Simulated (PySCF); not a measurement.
# H3O+ (oxonium): r2SCAN/6-31G

Aim: the vertical ionisation energy of H3O+ (oxonium) at r2SCAN/6-31G, from 2 runs. 

The results are computed with PySCF 2.14.0.

5 further runs of the same task are left out: 5 set aside as unsound or not needed.

**1. The system as given**

H3O+ has 4 atoms, charge +1, and is taken as a singlet. As SMILES, `[OH3+]`. The coordinates come from a GFN2-xTB relaxation.

Bond lengths: O1–H2 0.983 Å, O1–H3 0.983 Å, O1–H4 0.984 Å. Angles: H2–O1–H3 112.0°, H2–O1–H4 112.0°, H3–O1–H4 112.0°.

**2. A single-point energy at r2SCAN/6-31G**

File input.py:

```python
from pyscf import gto, dft

molecule = gto.M(
    atom=[
    ('O', (0.196050, -0.061020, -0.056900)),
    ('H', (0.214230, 0.919440, 0.016470)),
    ('H', (-0.413410, -0.366620, -0.765680)),
    ('H', (0.003130, -0.491800, 0.806120)),
],
    basis='6-31g',
    max_memory=1860,
    spin=0,
    charge=1,
    verbose=3,
)

myscf = dft.RKS(molecule, xc='r2scan')
myscf.grids.level = 5
myscf.conv_tol = 1e-10
myscf.kernel()
if not myscf.converged:
    myscf = myscf.newton().run(myscf.mo_coeff, myscf.mo_occ)

energy = myscf.e_tot
print('E(%s) = %.9f' % ('R2SCAN', energy))
```

Launch:

```sh
$ OMP_NUM_THREADS=1 python input.py
```

The log of the run:

```text
converged SCF energy = -76.6289524560107
E(R2SCAN) = -76.628952456
```

It took 1.6 s on 1 thread of Arm Neoverse V2, shared host; peak memory 0.17 GiB.

**3. Doublet [H3O]2+, same level**

File run.py:

```python
from pyscf import gto, dft

system = gto.M(
    atom='''
O        0.196050      -0.061020      -0.056900
H        0.214230       0.919440       0.016470
H       -0.413410      -0.366620      -0.765680
H        0.003130      -0.491800       0.806120
''',
    spin=1,
    charge=2,
    max_memory=1860,
    verbose=4,
    basis='6-31g',
)

myscf = dft.UKS(system, xc='r2scan')
myscf.grids.level = 5
myscf.conv_tol = 1e-10
myscf.kernel()
if not myscf.converged:
    myscf = myscf.newton().run(myscf.mo_coeff, myscf.mo_occ)

e_final = myscf.e_tot
print(f'total energy: {e_final:.8f} hartree')
```

Launch:

```sh
$ OMP_NUM_THREADS=1 python run.py
```

The log of the run:

```text
PySCF version 2.14.0

[INPUT] num. atoms = 4
[INPUT] num. electrons = 9
[INPUT] charge = 2
[INPUT] spin (= nelec alpha-beta = 2S) = 1
[INPUT] symmetry False subgroup None
[INPUT] Mole.unit = angstrom
[INPUT] Symbol           X                Y                Z      unit          X                Y                Z       unit  Magmom
[INPUT]  1 O      0.196050000000  -0.061020000000  -0.056900000000 AA    0.370480806721  -0.115311088121  -0.107525416488 Bohr   0.0
[INPUT]  2 H      0.214230000000   0.919440000000   0.016470000000 AA    0.404836027666   1.737489787970   0.031123789272 Bohr   0.0
[INPUT]  3 H     -0.413410000000  -0.366620000000  -0.765680000000 AA   -0.781231677156  -0.692811391788  -1.446925499057 Bohr   0.0
[INPUT]  4 H      0.003130000000  -0.491800000000   0.806120000000 AA    0.005914842770  -0.929367308061   1.523346023534 Bohr   0.0

[... 44 lines left out ...]
WARN: HOMO -0.463744876480165 >= LUMO -0.463744876480166
[... 34 lines left out ...]
converged SCF energy = -75.7268787865125  <S^2> = 0.75247106  2S+1 = 2.0024695
total energy: -75.72687879 hartree
```

It took 2.8 s on 1 thread of Arm Neoverse V2, shared host; peak memory 0.19 GiB.

**4. Results**

At r2SCAN/6-31G:

```
                                            quantity         value
                          singlet H3O+: total energy  -76.62895 Eh
                           singlet H3O+: HOMO energy     -18.78 eV
                           singlet H3O+: LUMO energy      -7.04 eV
                         singlet H3O+: HOMO–LUMO gap      11.74 eV
                       doublet [H3O]2+: total energy  -75.72688 Eh
 doublet [H3O]2+: HOMO energy (highest over α and β)     -35.81 eV
  doublet [H3O]2+: LUMO energy (lowest over α and β)     -29.70 eV
                               doublet [H3O]2+: ⟨S²⟩         0.752
vertical ionisation energy (to the doublet dication)     24.547 eV
```

What this shows: Removing an electron at fixed nuclei costs 24.55 eV (2368 kJ/mol). The negative HOMO energy of the first species, 18.78 eV, lies 5.76 eV below that difference. Mulliken charges (singlet H3O+) run from -0.63 on O1 to +0.54 on H4; they depend strongly on the basis. Mulliken charges (doublet [H3O]2+) run from -0.01 on O1 to +0.67 on H4; they depend strongly on the basis.
